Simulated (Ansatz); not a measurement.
**GeH2: how the triplet less singlet moves with the basis**

GeH2, singlet; coordinates (Å): Ge 0.000 -0.030 0.000; H 0.000 1.091 -1.133; H 0.000 1.091 1.133. Quantity: triplet less singlet, vertical.

Ansatz 0.2.0, basis cc-pVDZ or cc-pVTZ; geometries are PBE0/def2-TZVP minima. Wave-function levels freeze the cores with the filled d shells of p-block atoms; HF, MP2 and coupled cluster are restricted for singlets and unrestricted otherwise, restricted open-shell where a d shell is frozen, Kohn–Sham unrestricted where that lies lower. The reference is full CI, exact within the basis. Semilocal and hybrid functionals correlate all electrons outside any core potential and usually lie nearer their basis limit than the reference, so part of their error here is the reference's basis and frozen-core error; RPA and the MP2 part of double hybrids freeze the same cores as the reference. None of these values is a measured one. Energies are electronic, without zero-point terms. No spin–orbit coupling and no scalar relativity. The species are chosen: bound, without strong static correlation by their natural occupations or amplitudes, in their lowest spin state as far as vertical gaps and like structures tell, and with a ladder that closes on the reference, so errors are smaller than for species at large; levels whose determinant breaks symmetry or spin markedly are left out.

| level | cc-pVDZ (eV) | cc-pVTZ (eV) |
| --- | --- | --- |
| reference | 1.368 (full CI) | 1.410 (full CI) |
| HF | 0.942 | 0.932 |
| MP2 | 1.248 | 1.311 |
| CCSD | 1.369 | 1.410 |
| CCSD(T) | 1.369 | 1.411 |
| PBE | 1.403 | 1.410 |
| wB97M-V | 1.518 | 1.542 |
| RPA-PBE | 1.455 | 1.449 |

From cc-pVDZ to cc-pVTZ the reference moves by 0.042 eV and PBE by 0.007; the step from CCSD(T) to the reference is -0.001 in the first and -0.001 in the last.
